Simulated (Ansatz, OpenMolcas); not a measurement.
**How basis sets differ on SiH (SMILES [SiH])**

The species is SiH (2 atoms), meant as a doublet with charge 0. As SMILES, `[SiH]`. The coordinates come from a PBE0-D4/def2-TZVP relaxation.

| atom | x (Å) | y (Å) | z (Å) |
| --- | --- | --- | --- |
| Si | 0.0000 | 0.0000 | -0.0076 |
| H | 0.0000 | 0.0000 | 1.5241 |

Quantity: the vertical electron affinity (to the singlet anion), in eV. The values are calculated.

The electron affinity is E(neutral) − E(anion): positive where the electron is bound.

```tsv
level	kind	program	value (eV)
UHF/STO-3G	Hartree–Fock	OpenMolcas	-8.45
UHF/3-21G	Hartree–Fock	OpenMolcas	-1.12
UHF/6-311G**	Hartree–Fock	Ansatz	-0.88
UHF/def2-TZVPPD	Hartree–Fock	Ansatz	-0.91
```

Where it was recorded, the anion's HOMO is positive in UHF/STO-3G, UHF/3-21G, UHF/def2-TZVPPD: a fault of the level (basis or self-interaction), which says nothing on whether the real anion is bound. The values span -8.45 to -0.88 eV. Negative values mean that the anion is unbound at that level; they are set by how diffuse the basis is and aren't properties of the molecule, whose anion may well be bound.
